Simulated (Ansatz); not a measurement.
```yaml
crystal:
  periodic: [false, false, false]
  atoms:
    - {symbol: F, position_ang: [-1.660231, -0.561499, -0.019846]}
    - {symbol: Ga, position_ang: [-0.245915, 0.520696, 0.011916]}
    - {symbol: P, position_ang: [1.599717, -0.891726, -0.016124]}
    - {symbol: H, position_ang: [-0.854824, 1.967568, 0.045297]}
basis:
  gaussian: {orbitals: def2-TZVP}
hamiltonian: {xc: pbe0}
relax: {f_tol: 0.004, max_steps: 80}
```

```sh
$ ansatz run in.yaml --threads 1 --pin off --events-out ev --progress --plain --max-ram 2176MiB
```

Steps of the relaxation (energy above the last step; positions in Å, forces in eV/Å):

```
4
step 1, 125.3 meV
F    -1.660   -0.561   -0.020    0.214   -0.178   -0.004
Ga   -0.246    0.521    0.012   -0.133   -0.359   -0.009
P     1.600   -0.892   -0.016   -0.597    0.584    0.012
H    -0.855    1.968    0.045    0.516   -0.047    0.001
```

```
4
step 2, 19.2 meV
F    -1.634   -0.692   -0.023    0.172    0.202    0.006
Ga   -0.315    0.513    0.011   -0.221   -0.054   -0.002
P     1.512   -0.814   -0.015   -0.066    0.117    0.003
H    -0.723    2.028    0.047    0.115   -0.265   -0.006
```

```
4
step 3, 10.4 meV
F    -1.660   -0.682   -0.023    0.128    0.156    0.004
Ga   -0.325    0.497    0.011   -0.221   -0.133   -0.004
P     1.522   -0.784   -0.014    0.056    0.014    0.001
H    -0.699    2.005    0.047    0.037   -0.037   -0.001
```

```
4
step 8, 0.0 meV
F    -1.761   -0.646   -0.022    0.000    0.000    0.000
Ga   -0.360    0.425    0.009    0.000    0.000    0.000
P     1.593   -0.700   -0.011    0.000    0.000    0.000
H    -0.633    1.956    0.046    0.000    0.000    0.000
```

Close pairs at the end: Ga2–H4 1.556 Å, F1–Ga2 1.764 Å, Ga2–P3 2.254 Å.

A stationary point of restricted PBE0 after 8 steps (its stability towards spin polarisation wasn't tested); no frequencies were run, so it isn't proven a minimum. 39 s on 1 thread of Arm Neoverse V1, shared host.
